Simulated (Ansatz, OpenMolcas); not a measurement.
## Heat of formation of NO2 (nitrogen dioxide) from total energies

NO2 has 3 atoms, charge 0, and is taken as a doublet. SMILES: `[O]N=O`. Geometry: relaxed at PBE0-D4/def2-TZVP.

```xyz
3

O     0.2098   -1.0822    0.0006
N    -0.2655   -0.0091   -0.1459
O     0.0557    1.0913    0.1453
```

Total energies at ROHF/cc-pVTZ (OpenMolcas 26.06); the atoms run unrestricted:

| species | state | energy (Eh) |
| --- | --- | --- |
| NO2 | doublet | -204.103923 |
| O | triplet | -74.811757 |
| N | quartet | -54.400686 |

Harmonic wavenumbers at UPBE0-D4/def2-TZVP, in cm⁻¹: 782, 1443, 1783.

Measured heats of formation of the gaseous atoms at 298.15 K, in kJ/mol: O 249.2, N 472.4. Spin-orbit lowering of the atoms at 298 K (mean of the ground term's levels less their thermal mean, from spectra), in kJ/mol: O 0.40. Take 1 Eh = 2625.50 kJ/mol, 1 cm⁻¹ = 0.0119627 kJ/mol, RT = 2.479 kJ/mol.

Q: What heat of formation follows?

A: 
1. Electronic atomisation energy: 2 × (-74.811757) + (-54.400686) − (-204.103923) = 0.079723 Eh = 209.3 kJ/mol.
2. Zero-point energy: half the sum of the wavenumbers, 2004 cm⁻¹ = 24.0 kJ/mol.
3. Thermal vibrational enthalpy, Σ hcν̃/(exp(hcν̃/kT) − 1): 0.2 kJ/mol. Translation, rotation and pV of a non-linear molecule: 4 RT = 9.9 kJ/mol.
4. The 3 free atoms carry 5/2 RT each: 18.6 kJ/mol.
5. Spin-orbit coupling lowers the free atoms by 2 × 0.40 = 0.8 kJ/mol.
6. Atomisation enthalpy at 298 K: 209.3 − 0.8 − 24.0 − 0.2 − 9.9 + 18.6 = 193.0 kJ/mol.
7. Sum of the atoms' heats of formation: 970.8 kJ/mol. Heat of formation: 970.8 − 193.0 = +777.8 kJ/mol.

No measured value is set beside it here. Hartree–Fock leaves out correlation, which is larger in the molecule than in the atoms, so it underbinds and puts the heat of formation too high. Anharmonicity and any spin-orbit splitting of the molecule are left out.
